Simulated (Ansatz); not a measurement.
Molecule: ClF, net charge 1, doublet state. 
Geometry from a B3LYP-D3(BJ)/def2-TZVP (Ansatz, a first-principles code) optimisation:
```
F
Cl 1 1.5412
```
Charge +1, spin multiplicity 2.

Basis-set convergence of Hartree-Fock and CCSD(T) correlation energies (hartree) with Ansatz. Valence correlation only, unless marked. Open shells are spin-unrestricted. Spin-orbit coupling is left out. No relativistic terms.

```
basis        functions       E(HF)  E(corr, CCSD(T))
-----------  ---------  ----------  ----------------
cc-pV(D+d)Z         37  -558.40711          -0.34319
cc-pV(T+d)Z         69  -558.47162          -0.45425
cc-pV(Q+d)Z        119  -558.48573          -0.49149
cc-pV(5+d)Z        191  -558.48899          -0.50507
```

Extrapolating the two largest sets (X = 4 and 5) as X^-3: E(corr) = (125·(-0.50507) - 64·(-0.49149))/61 = -0.5193 Eh, an estimate of the basis-set limit. The largest set recovers 97.3 % of it, the smallest 66.1 %.
